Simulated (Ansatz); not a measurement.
# C2O (SMILES C1#CO1): functionals against CCSD(T) at one geometry

One table from this session's results is given with a row withheld; the runs are named, their logs left out.

Program: Ansatz 0.2.0, Gaussian basis. Level of theory: single points in def2-TZVPP. These are calculated values, not measurements.

Cores are frozen in the correlated methods.

### The starting structure

SMILES `C1#CO1`, 3 atoms, charge 0, spin multiplicity 1.

Atoms are counted from 1 here; the program's logs count them from 0.

Bond lengths: C1–C2 1.535 Å, C1–O3 1.366 Å, C2–O3 1.356 Å. Angles: C2–C1–O3 55.3°, C1–C2–O3 56.0°, C1–O3–C2 68.7°.

As a file:

```mol
C2O
  3D, bonds by distance, orders not assigned

  3  3  0  0  0  0  0  0  0  0999 V2000
    0.8669   -0.2829    0.1700 C   0  0
   -0.2253    0.7795   -0.0156 C   0  0
   -0.4145   -0.5466   -0.2235 O   0  0
  1  2  8  0
  1  3  8  0
  2  3  8  0
M  END
```

The first run:

Input file run/in.yaml:

```yaml
crystal:
  periodic: [false, false, false]
  atoms:
    - {symbol: C, position_ang: [0.866876, -0.282896, 0.169985]}
    - {symbol: C, position_ang: [-0.225253, 0.779543, -0.015557]}
    - {symbol: O, position_ang: [-0.414461, -0.546638, -0.223500]}
basis:
  gaussian: {orbitals: def2-TZVPP}
hamiltonian: {xc: pbe, dispersion: d4}
output: {forces: true}
```

The run is started by

```bash
$ ansatz run in.yaml --threads 2 --pin off --events-out ev --progress --plain --max-ram 3481MiB
```

Steps of the session up to this table: PBE-D4/def2-TZVPP; r2SCAN-D4/def2-TZVPP; PBE0-D4/def2-TZVPP; wB97M-V/def2-TZVPP; CCSD(T)/def2-TZVPP.

One table of the session follows, with a row left open; its other results are not shown here.

```
   method  RMS force component (eV/Å)  angle to CCSD(T) forces (°)  dipole (D)
   PBE-D4                       0.303                         18.1        0.70
r2SCAN-D4                       0.579                         14.2        0.65
  PBE0-D4                           ?                            ?           ?
  wB97M-V                       0.903                         20.8        0.53
  CCSD(T)                       0.437                    reference        0.55
```

Estimate the missing values for PBE0-D4.

As computed: RMS force component (eV/Å): 0.926; angle to CCSD(T) forces (°): 22.7; dipole (D): 0.59. In the column «RMS force component (eV/Å)» it is the highest.
